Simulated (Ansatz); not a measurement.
**Nb: from a trial structure to a relaxed crystal**

All numbers below come from DFT PBEsol, scalar-relativistic, plane waves, PAW in Ansatz 0.2.0. Cutoff 420 eV, Γ-centred k mesh, Gaussian smearing, no spin polarisation in the final step.

The start puts Nb on the fcc structure type (Fm-3m, No. 225), at a guessed volume.

```
Nb
1.0
     0.00000    2.12510    2.12510
     2.12510    0.00000    2.12510
     2.12510    2.12510    0.00000
Nb
1
Direct
  0.00000 0.00000 0.00000
```

Steps on the 8×8×8 mesh (1 atom). 5 of 5 steps are shown, and the free energy counts from the last. Trial steps that were taken back and renewals of the plane-wave basis can be among the rows.

```tsv
step	ΔF (meV/atom)	V (Å³/atom)	P (GPa)
1	34.1	19.19	-9.38
2	82.4	16.52	18.23
3	0.3	18.19	-1.10
4	-0.1	18.07	0.08
5	0.0	18.07	0.09
```

A final relaxation ran on a 22×22×22 mesh. The relaxed crystal, Fm-3m (No. 225):

Space group Fm-3m (No. 225). a = 4.171 Å, b = 4.171 Å, c = 4.171 Å, α = 90.00°, β = 90.00°, γ = 90.00°
| atom | site | symmetry | x | y | z |
| --- | --- | --- | --- | --- | --- |
| Nb | 4a | m-3m | 0.0000 | 0.0000 | 0.0000 |

```json
{"Volume per atom": "18.14 Å³", "Density": "8.51 g/cm³", "Energy over the standard structure": "0.35 eV/atom", "Gap on the 22×22×22 mesh": "0 eV (a metal)"}
```

Energies count from the standard state of Nb at the same level.

The final run used a 22×22×22 mesh on its 1-atom cell and 0.10 eV smearing. For metals, differences of a few meV/atom aren't resolved.

A structure relaxed within its symmetry needn't be a true minimum.